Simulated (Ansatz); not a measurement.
Molecule: ethane, C2H6 (charge 0, singlet). 
Coordinates optimised at B3LYP-D3(BJ)/def2-TZVP (Ansatz, a first-principles code):
```
C
H 1 1.0919
H 1 1.0919 2 107.56
H 1 1.0919 2 107.56 3 -115.60
C 1 1.5262 2 111.32 4 -122.20
H 5 1.0919 1 111.32 2 180.00
H 5 1.0919 6 107.56 1 122.20
H 5 1.0919 6 107.56 7 115.60
```
Charge 0, spin multiplicity 1.

Basis-set convergence of Hartree-Fock and MP2 correlation energies (hartree) with Ansatz. Cores are frozen in the correlated levels unless marked. No spin-orbit coupling. Non-relativistic.

| basis | functions | E(HF) | E(corr, MP2) |
|---|---|---|---|
| def2-SVPD | 88 | -79.17700 | -0.31496 |
| def2-TZVPPD | 176 | ___ | ___ |

Problem. Complete the blanks.

Solution. 
- def2-TZVPPD, E(HF): -79.26195
- def2-TZVPPD, E(corr, MP2): -0.37019
